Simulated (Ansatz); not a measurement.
# Relaxing ScNb

Computed with Ansatz, DFT PBE, scalar-relativistic, plane waves, PAW. Cutoff 420 eV, Γ-centred k mesh, Gaussian smearing, no spin polarisation in the final step.

A relaxed cell is given with its space group left out.

```yaml
crystal:
  lattice:
    - [3.06797, 0.00000, 0.00000]
    - [-1.53398, 2.65694, 0.00000]
    - [0.00000, 0.00000, 5.05448]
  atoms:
    - { symbol: Sc, position: [0.00000, 0.00000, 0.00000] }
    - { symbol: Nb, position: [0.33333, 0.66667, 0.50000] }
```

Energies over the elements count from the elements' standard structures at the same level, with no empirical corrections.

(1) What space group does it have?

(2) How far does it lie from the elements in energy?

(3) Is it a metal?

Answers

(1) P-6m2 (No. 187). Conventional cell: a = 3.068 Å, c = 5.054 Å. Sc is coordinated by 6 Sc at 3.07 Å and 6 Nb at 3.09 Å; Nb has 6 Nb at 3.07 Å and 6 Sc at 3.09 Å.

(2) 0.20 eV/atom.

(3) Yes, bands cross the Fermi level on the 24×24×12 mesh.

The final run used a 24×24×12 mesh on its 2-atom cell and 0.10 eV smearing. The k mesh leaves about 4 meV/atom of noise in metals.

Cost: 2 runs of about 2.4 core-minutes in all, on Intel Xeon Processor @ 2.70GHz (shared hosts).